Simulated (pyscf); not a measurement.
Thermochemistry of product channels of :N–F [triplet] + F–SiH(F)–F on the triplet surface, in kJ/mol, from ωB97M-D3(BJ)/def2-TZVP energies (ideal gas, 1 atm, RRHO with modes under 100 cm⁻¹ raised to 100, one conformer, R ln 2 for rigid chiral ones). Single points on ωB97X-D3(BJ)/def2-SVP structures (PySCF, gas phase).

```csv
products,ΔE,ΔH(298 K),ΔG(900 K),ΔG(1200 K)
NH [triplet] + F–Si(F)(F)–F,-264.6,-265.3,-245.5,-239.9
•HN–Si(F)(F)–F + F•,?,+6.8,+11.8,+10.8
```

Task: What belongs in the gaps?

Result: 
- •HN–Si(F)(F)–F + F•, ΔE: +2.3

These are energies of the channels, which say nothing of barriers. Left out: orbital degeneracy and the spin-orbit lowering of F.
